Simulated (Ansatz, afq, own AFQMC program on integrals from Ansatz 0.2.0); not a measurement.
# AlSiH₃, singlet → AlSiH$_{3}$, triplet

```csv
atom,x (Å),y (Å),z (Å)
Si,-1.1719,0.0063,0.0220
Al,1.4166,-0.0076,-0.0266
H,-1.7486,1.3889,0.0076
H,-1.7365,-0.6584,1.2401
H,-1.7815,-0.7021,-1.1488
```

Connectivity, by distances: SiH3–Al.

E(triplet, charge +0) − E(singlet, charge +0) at this geometry, on RHF and UHF determinants.

Basis cc-pVDZ. Only valence electrons are correlated. Ansatz 0.2.0 and our own AFQMC program on the same integrals; the CISD trial comes from CCSD amplitudes, and released means the phaseless constraint is let go. Error bars are statistical, one sigma. The errors of all members are added in quadrature.

No full CI on the walks' own integrals is used here; CCSDT(Q) serves as the reference and is uncertain by about the last step of the cluster series. Each member takes its own surest rung, up to full CI.

Errors are counted within cc-pVDZ, not against nature.

Cautions: AlSiH₃ (singlet): restricted determinant unstable towards unrestricted (UHF 28 meV lower, ⟨S²⟩ 0.25), its ph-AFQMC/CISD value lies 15 ± 3 meV above CCSDTQ; AlSiH₃ (triplet): another spin lies lower; core correlation is missing, and it shifts such a gap most where an s electron is promoted.

```csv
level,vertical spin gap (eV)
CCSD,1.448
HF,0.859
```

Task: From these cheaper values, estimate the vertical spin gap at the reference level in cc-pVDZ.

Result: 1.442 eV (CCSDT(Q) in cc-pVDZ).

```csv
level,vertical spin gap (eV),error against CCSDT(Q) (eV)
MP2,1.314,-0.129
CCSD(T),1.448,0.006
CCSDT,1.441,-0.001
ph-AFQMC/CISD,1.442 ± 0.004,0.000 ± 0.004
released AFQMC,1.441 ± 0.005,-0.001 ± 0.005
```

Correlation beyond CCSD(T) takes off 0.006 eV. The perturbative (T) step is worth +0.001 eV.

A walk keeps the symmetry of its determinant, which the program's search chose and which needn't be the lowest solution, so a lower state of the same spin and another symmetry isn't excluded. Released energies are given only where the last usable release times agree within the noise; a slower fall can still hide under it.
